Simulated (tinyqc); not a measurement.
Inside a calculation. Method: CIS on RHF in the sto-6g basis, for OH-, spin multiplicity 1. The basis has no diffuse functions, so it cannot describe the extra electron: this is an exercise in the method, not the real anion. One step of it, computed by the program tinyqc.

Problem. CIS matrix, triplets. A(ia,jb) = (e_a - e_i) d_ij d_ab - (ij|ab).

orbital energies (hartree): MO1 -19.688535, MO2 -0.588879, MO3 0.067790, MO4 0.221292, MO5 0.221292, MO6 1.114386

Two-electron integrals over orbitals (pq|rs), unique and non-zero (hartree):
```
p,q,r,s,(pq|rs)
1,1,1,1,4.762559
2,1,1,1,-0.447784
2,1,2,1,0.067497
2,2,1,1,1.042924
2,2,2,1,-0.017848
2,2,2,2,0.729685
3,1,1,1,0.181913
3,1,2,1,-0.026940
3,1,2,2,0.010476
3,1,3,1,0.019409
3,2,1,1,-0.196028
3,2,2,1,0.008329
3,2,2,2,-0.047652
3,2,3,1,0.010001
3,2,3,2,0.140900
3,3,1,1,0.769582
3,3,2,1,-0.007328
3,3,2,2,0.614435
3,3,3,1,-0.001705
3,3,3,2,-0.004027
3,3,3,3,0.637845
4,1,4,1,0.026692
4,2,4,1,0.033547
4,2,4,2,0.152883
4,3,4,1,-0.012459
4,3,4,2,-0.048311
4,3,4,3,0.038479
4,4,1,1,1.117083
4,4,2,1,-0.012063
4,4,2,2,0.759974
4,4,3,1,0.004695
4,4,3,2,-0.102732
4,4,3,3,0.600851
4,4,4,4,0.880663
5,1,5,1,0.026692
5,2,5,1,0.033547
5,2,5,2,0.152883
5,3,5,1,-0.012459
5,3,5,2,-0.048311
5,3,5,3,0.038479
5,4,5,4,0.047461
5,5,1,1,1.117083
5,5,2,1,-0.012063
5,5,2,2,0.759974
5,5,3,1,0.004695
5,5,3,2,-0.102732
5,5,3,3,0.600851
5,5,4,4,0.785741
5,5,5,5,0.880663
6,1,1,1,-0.145708
6,1,2,1,0.023245
6,1,2,2,-0.001009
6,1,3,1,0.004234
6,1,3,2,0.022565
6,1,3,3,-0.009381
6,1,4,4,-0.003658
6,1,5,5,-0.003658
6,1,6,1,0.029148
6,2,1,1,0.198186
6,2,2,1,-0.005034
6,2,2,2,0.100022
6,2,3,1,0.017091
6,2,3,2,0.035173
6,2,3,3,0.004001
6,2,4,4,0.104289
6,2,5,5,0.104289
6,2,6,1,0.020854
6,2,6,2,0.108774
6,3,1,1,0.288341
6,3,2,1,-0.003983
6,3,2,2,0.125424
6,3,3,1,-0.003665
6,3,3,2,-0.119058
6,3,3,3,0.029252
6,3,4,4,0.164553
6,3,5,5,0.164553
6,3,6,1,-0.009530
6,3,6,2,0.033388
6,3,6,3,0.173810
6,4,4,1,0.009248
6,4,4,2,0.037223
6,4,4,3,0.011087
6,4,6,4,0.038059
6,5,5,1,0.009248
6,5,5,2,0.037223
6,5,5,3,0.011087
6,5,6,5,0.038059
6,6,1,1,0.945499
6,6,2,1,-0.010893
6,6,2,2,0.678141
6,6,3,1,0.013226
6,6,3,2,0.019961
6,6,3,3,0.636949
6,6,4,4,0.666712
6,6,5,5,0.666712
6,6,6,1,0.010017
6,6,6,2,0.085886
6,6,6,3,0.052616
6,6,6,6,0.717919
```

Give: CIS matrix A, triplet.

Solution.

CIS matrix A, triplet (hartree), lower triangle:
```
,1>6,2>6,3>6,4>6,5>6
1>6,19.8574
2>6,0.0109,1.0251
3>6,-0.0132,-0.0200,0.4096
4>6,0.0000,0.0000,0.0000,0.2264
5>6,0.0000,0.0000,0.0000,0.0000,0.2264
```
